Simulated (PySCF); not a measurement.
Gas-phase reaction: AlH₂Cl + HCl ⇌ AlHCl₂ + 2 H

Method: PySCF energies (xtb for GFN2) plus ideal-gas RRHO corrections (1 bar). † marks an energy on the PBE0/def2-TZVP geometry and frequencies; other levels use their own. 6-31G* has spherical d functions here. Open shells (unrestricted): H (multiplicity 2); the rest are closed-shell singlets. GFN2 has no spin-polarisation term. AlH₂Cl, AlHCl₂: computed as isolated molecules; such fragments, hydroxides, amides, oligomers or adducts are transient or little studied in the gas. The harmonic model lacks anharmonicity and excited electronic states, which grow with temperature; levels with a mode under 35 cm⁻¹ are left out.

| level | ΔE electronic, kJ | ΔH°(298 K), kJ | ΔS°(298 K), J/K | ΔG°(1600 K), kJ |
|---|---|---|---|---|
| BLYP/def2-TZVP† | 317 | 292 | 78 | 141 |
| GFN2-xTB | 400 | 379 | 79 | 227 |
| HF/6-31G* | 200 | 174 | 78 | 23 |
| r2SCAN/def2-TZVP† | 295 | 271 | 78 | 120 |
| ωB97M-V/def2-TZVP† | 306 | 282 | 78 | 130 |
| ωB97X-V/def2-TZVP† | 305 | 281 | 78 | 129 |
ΔH° is lowest at HF/6-31G* and highest at GFN2-xTB. No reference value is set beside these.
